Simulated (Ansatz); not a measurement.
Reaction (ligand exchange at a B–N bond): `BN` + `[AlH2][SH]` → `B[S][AlH2]` + NH₃

Gas-phase electronic energies from Ansatz, PBE0-D4/def2-TZVP geometries. CCSD(T)/CBS is the MP2 limit (def2-TZVPP, def2-QZVPP) plus CCSD(T) − MP2 in def2-TZVPP, frozen cores. This one scheme is used for every species. Functionals use def2-TZVPP. B3LYP here is the variant with VWN-RPA as its local correlation; programs differ in this.

Task: Is it downhill or uphill in electronic energy at CCSD(T)/CBS, and by how much? (An estimate is asked.)

Result: Computed: Uphill: ΔE = +14.7 kcal/mol.

Task: What do these levels give: revPBE-D4, BLYP-D4, B3LYP, CAM-B3LYP, SCS-MP2/def2-TZVPP, MP2/def2-QZVPP? (An estimate is asked.)

Result: Ansatz gave: revPBE-D4 14.5, BLYP-D4 16.5, B3LYP 17.6, CAM-B3LYP 18.5, SCS-MP2/def2-TZVPP 15.3, MP2/def2-QZVPP 14.2 kcal/mol.

Largest T1 diagnostic among the species: 0.014.

Leaving LDA and LC-ωPBE aside and taking each functional with its dispersion term where it has one, the values, not all of them listed here, spread over 3.4 kcal/mol, from revPBE-D4 to CAM-B3LYP-D4. LDA lies +2.0 kcal/mol from PBE without D4. At CCSD(T), def2-SVP lies +3.9 kcal/mol from the extrapolated value and def2-TZVPP +0.6 kcal/mol. The D4 term adds −1.0 kcal/mol with B3LYP and −0.5 kcal/mol with PBE0; it sums over pairs of atoms, weighted by their polarisabilities, and B3LYP, whose exchange is more repulsive, gets the larger term.
